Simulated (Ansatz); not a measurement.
Geometry optimisation, Ansatz 0.2.0, RKS PBE-D4/def2-SVP.

Input:

```yaml
crystal:
  periodic: [false, false, false]
  atoms:
    - { symbol: B, position_ang: [-0.136986, 0.171758, -0.744203] }
    - { symbol: "N", position_ang: [1.350558, -0.18151, 1.53198] }
    - { symbol: H, position_ang: [0.486128, -0.707013, 1.705769] }
    - { symbol: H, position_ang: [1.14337, 0.824544, 1.546976] }
    - { symbol: H, position_ang: [1.742253, -0.435446, 0.59914] }
    - { symbol: H, position_ang: [-1.122122, 0.327667, 0.047938] }
basis:
  gaussian: { orbitals: def2-SVP }
hamiltonian:
  xc: pbe
  dispersion: d4
relax:
  f_tol: 0.03
  max_steps: 50
```

Command:

```bash
$ ansatz run input.yaml --threads 1 --pin off --max-ram 2048MiB --backend cpu --events-out ev --progress --plain --runs-dir out
```

**Question.** Where does it end, and by what steps?

**Answer.** It converged. After 17 steps the energy has fallen by 0.861 eV; N2 moved furthest, 0.67 Å. Joined: B1–N2 (2.74 → 1.66 Å).

| step | energy less start (eV) | largest force component (eV/Å) | accepted |
| --- | --- | --- | --- |
| 0 | 0.0000 | 0.675 | yes |
| 1 | -0.0623 | 0.240 | yes |
| 2 | -0.0692 | 0.272 | yes |
| 3 | -0.0736 | 0.225 | yes |
| 4 | -0.0825 | 0.481 | yes |
| 5 | -0.1290 | 1.139 | yes |
| 6 | -0.3047 | 1.956 | yes |
| 7 | -0.5897 | 2.394 | yes |
| 8 | -0.7961 | 0.994 | yes |
| 9 | -0.7076 | 0.997 | no |
| 10 | -0.8421 | 0.167 | yes |
| 11 | -0.8511 | 0.153 | yes |
| 12 | -0.8564 | 0.170 | yes |
| 13 | -0.8591 | 0.143 | yes |
| 14 | -0.8604 | 0.063 | yes |
| 15 | -0.8603 | 0.055 | no |
| 16 | -0.8606 | 0.056 | yes |
| 17 | -0.8608 | 0.010 | yes |

```xyz
6
Properties=species:S:1:pos:R:3
B 0.080 0.331 -0.346
N 0.926 -0.131 1.010
H 0.549 -0.721 1.799
H 1.155 0.808 1.395
H 1.838 -0.512 0.728
H -1.085 0.224 0.102
```

Whether the end is a true minimum wasn't checked by a vibrational analysis.

The run took 16 s on 1 thread of Arm Neoverse V1 (shared host), peak memory 0.099 GiB.
